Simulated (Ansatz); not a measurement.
Run this with the Ansatz DFT code, driven from Python and show what comes out.

`conformers_c2h4os2.py`
```python
"""Rank force-field conformers of C2H4OS2 by single points."""

import ansatz as az
from rdkit import Chem
from rdkit.Chem import AllChem


def main() -> None:
    rd = Chem.AddHs(Chem.MolFromSmiles("CSC(O)=S"))
    ids = list(AllChem.EmbedMultipleConfs(rd, numConfs=20, randomSeed=419, pruneRmsThresh=0.4))
    field = [energy for _, energy in AllChem.MMFFOptimizeMoleculeConfs(rd)]
    distinct = {round(e, 2): i for i, e in zip(ids, field)}
    chosen = sorted(distinct.items())[:4]
    found = []
    for force_field, index in chosen:
        molecule = az.Crystal.molecule()
        for atom, xyz in zip(rd.GetAtoms(), rd.GetConformer(index).GetPositions()):
            molecule = molecule.atom(atom.GetSymbol(), xyz.round(5).tolist())
        calc = (
            molecule.calculation()
            .basis(gaussian="def2-SVP")
            .functional("b3lyp")
        )
        found.append(calc.run().report["free_energy_ev"])
    print("conformer   MMFF (kcal/mol)   this level (kJ/mol)")
    for (force_field, index), e in zip(chosen, found):
        print(f"{index:9d} {force_field - chosen[0][0]:17.2f} {96.485332 * (e - min(found)):17.3f}")


if __name__ == "__main__":
    main()
```

Output of `python conformers_c2h4os2.py`:
```text
conformer   MMFF (kcal/mol)   this level (kJ/mol)
        0              0.00             0.000
        1              3.71            32.489
```

Reading the output:
- The conformers keep their force-field geometries.
- b3lyp holds the VWN-RPA fit, as in Gaussian; the form of ORCA and Turbomole is b3lyp5.
- Finished in 6.9 s on 1 thread of Arm Neoverse V2, with other jobs on the host, peak memory 0.31 GiB.

(Lines on the test bed's own set-up are left out of the output.)
